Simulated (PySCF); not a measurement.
**C4H4FO: g tensor and hyperfine couplings**

C4H4FO (doublet state).
Structure used (GFN2-xTB), in Å, numbered top down from 1:
```xyz
10
C4H4FO angstrom
F      0.5710    2.2186    0.1484
C      0.1787    0.9408    0.0500
C     -1.0838    0.4461   -0.1794
C     -0.9705   -0.9276   -0.1918
O      0.3135   -1.3437    0.0209
C      1.1326   -0.2012    0.1884
H     -1.9812    1.0121   -0.3209
H     -1.7019   -1.6948   -0.3357
H      1.6240   -0.2427    1.1735
H      1.9263   -0.2029   -0.5758
```

The species is `FC1=C[CH]OC1` [radical].

The calculation used UKS B3LYP, pcH-1 on C F H O, non-relativistic, mean-field spin-orbit, GIAO in PySCF 2.14.0. Geometry: GFN2-xTB; no solvent, vibrations or thermal averaging. The geometry wasn't refined by DFT: couplings that depend on bond lengths, twists or pyramidal angles can differ widely from those at the functional's own minimum. No stability test was run, so a lower SCF solution isn't excluded.

```json
{
 "g1, g2, g3": "2.00206, 2.00429, 2.00471",
 "g_iso": "2.00368",
 "Form of g": "rhombic: the two nearest values differ by 16 % of g3 − g1",
 "⟨S²⟩": "0.7721 (exact 0.7500)",
 "α and β electrons": "23, 22",
 "Total energy": "-329.83245 Eh"
}
```

Isotropic coupling and dipolar principal values T1 to T3, in 10⁻⁴ cm⁻¹; ρ(0) is the spin density at the nucleus (1 × 10⁻⁴ cm⁻¹ = 2.998 MHz):

| atom | isotope | a_iso | T1 | T2 | T3 | Mulliken spin population | ρ(0) (bohr⁻³) |
| --- | --- | --- | --- | --- | --- | --- | --- |
| F1 | 19F | 28.4 | -50.1 | -39.6 | 89.7 | 0.03 | 0.0203 |
| C2 | 13C | 20.8 | -17.3 | -17.0 | 34.4 | 0.52 | 0.0554 |
| C3 | 13C | -14.7 | -8.7 | 4.1 | 4.6 | -0.22 | -0.0391 |
| C4 | 13C | 16.9 | -16.4 | -15.7 | 32.2 | 0.56 | 0.0450 |
| O5 | 17O | -5.1 | -14.9 | 7.0 | 7.9 | 0.08 | 0.0252 |
| C6 | 13C | -10.8 | -0.6 | 0.1 | 0.5 | -0.06 | -0.0289 |
| H7 | 1H | 3.3 | -1.5 | -0.1 | 1.6 | 0.01 | 0.0022 |
| H8 | 1H | -14.3 | -8.0 | -0.1 | 8.1 | -0.03 | -0.0096 |
| H9 | 1H | 37.9 | -1.1 | -0.4 | 1.5 | 0.06 | 0.0255 |
| H10 | 1H | 38.0 | -1.1 | -0.4 | 1.5 | 0.06 | 0.0255 |

The largest Mulliken spin populations are on C4 (+0.56), C2 (+0.52), C3 (-0.22) and O5 (+0.08). The positive populations add up to 1.31 and the negative ones to -0.31, together 2S = 1. The angles at C4 add up to 360.0°, so it is planar.

C4, the radical centre as drawn in `FC1=C[CH]OC1`, holds a spin population of +0.56 out of 1.

Axes: g2 points within 6° of the C3–H7 bond and g3 points within 7° of the C4–H8 bond.

Under fast tumbling the dipolar parts average out, and these isotropic splittings remain: 2 × 1H (H9/H10, I = 1/2, 3 lines) with 4.06 mT, 1 × 19F (F1, I = 1/2, 2 lines) with 3.04 mT, 1 × 1H (H8, I = 1/2, 2 lines) with 1.53 mT and 1 × 1H (H7, I = 1/2, 2 lines) with 0.35 mT.

Means are taken over nuclei equivalent by connectivity, which assumes that they swap fast.

The 17O coupling of O5 (-15.3 MHz) shows only in satellite lines or after enrichment, since that isotope makes up about 0.038 % of natural oxygen.

The 13C coupling of C2 (62.3 MHz) shows only in satellite lines or after enrichment, since that isotope makes up about 1.07 % of natural carbon.

β density exceeds α density at some nuclei, such as C3 (-0.0391), C6 (-0.0289) and H8 (-0.0096), spin density in bohr⁻³. In a single determinant that takes different orbitals for the two spins, that is spin polarisation.
